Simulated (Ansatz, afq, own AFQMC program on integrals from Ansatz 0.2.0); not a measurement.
AFQMC on a folder of integrals that Ansatz 0.2.0 wrote.

```yaml
crystal:
  periodic: [false, false, false]
  atoms:
    - {symbol: Si, position_ang: [0.000001, 0.000000, -0.080385]}
    - {symbol: H, position_ang: [1.305166, -0.000195, 0.746632]}
    - {symbol: H, position_ang: [-0.652425, 1.130403, 0.746625]}
    - {symbol: H, position_ang: [-0.652756, -1.130219, 0.746613]}
basis:
  gaussian: {orbitals: "6-31++G**"}
total_charge: -1
magnetization: {spin_polarized: false}
correlation: {method: ccsd_t, electrons: outside_noble_gas, hamiltonian_folder: ham}
```

```sh
$ ansatz run in.yaml --threads 1 --pin off --events-out ev --progress --plain --max-ram 1382MiB
```

afq runs on the folder ham with

```
--method phaseless --trial hf --walkers 40 --populations 1 --least-time 40 --time-step 0.005 --steps-per-block 50 --equilibration-blocks 12 --max-blocks 240 --target-error 0.00068 --factor-cut 0.001 --seed 9652 --release-times 0.2,0.4 --release-step 0.05 --release-every 4 --taylor-order 4
```

Times are imaginary, in 1/Eh. The walk had a cap of 193 s.

```
orbitals 36  electrons 4 4  factors 167 of 366
reference energy -290.61905122 Eh
CCSD correlation -0.13516794 Eh in 10 cycles, weight of the determinant in the CISD state 0.9157
energy of the start -290.619051 Eh
 block  time / (1/Eh)  mean weight  energy / Eh
     1     0.250  1.0025  -290.676301
     2     0.500  0.9992  -290.692491
     3     0.750  0.9988  -290.713691
     4     1.000  0.9988  -290.717152
     5     1.250  1.0005  -290.708442
    10     2.500  1.0013  -290.744701
    37     9.250  1.0025  -290.754746
    67    16.750  0.9986  -290.762359
    97    24.250  0.9985  -290.765751
   127    31.750  0.9984  -290.733251
   157    39.250  0.9971  -290.737108
   187    46.750  1.0024  -290.740311
   217    54.250  0.9983  -290.780309
   247    61.750  1.0004  -290.752899
blocks merged  error / Eh  count
     1  0.000765  240
     2  0.000920  120
     4  0.001051  60
     8  0.001172  30
    16  0.001238  15
released: time / (1/Eh)  energy / Eh  error  mean overlap
  0.20  -290.753866  0.001768  0.9978
  0.40  -290.756270  0.001721  0.9916
energy -290.752974 +/- 0.001172 Eh
(rows thinned)
```

Estimate how long the walk took on 1 thread of Arm Neoverse V2, with other jobs on the host.

22 s of wall time.

The run passed its tests (sampling time, drift between the halves within three errors, error under three times the target), which doesn't prove that it has relaxed. The second half of the sampling lies above the first by 2.4 errors of their difference, so the energy may still be moving and its error bar be too small.

Against this walk (error 31.9 meV) on the same determinant: CCSD(T) 117.2 meV lower, CCSDT(Q) 136.6 meV lower, a separate phaseless walk with a CISD trial and standard settings 140.8 ± 32.7 meV lower. The error is statistical and leaves out the bias of the constraint. Released to 0.40 1/Eh the energy moves by -90 ± 57 meV (both errors), within twice the noise. CCSDT(Q) is the surest value here, so the walk's 137 meV above it is most likely the bias of the constraint with this trial, which can have either sign, or comes from the drawn settings.

Cautions: constraint bias not in the error; error above the target (31.9 against 18.5 meV); the coarse factor cut changes the integrals a little.

CCSDT and higher add their correlation energy to the determinant of the CCSD(T) run, since their own runs factorise the integrals more tightly (a shift of under 2 meV). A walk keeps the symmetry of its determinant, which the program's search chose and which needn't be the lowest solution, so a lower state of the same spin and another symmetry isn't excluded.
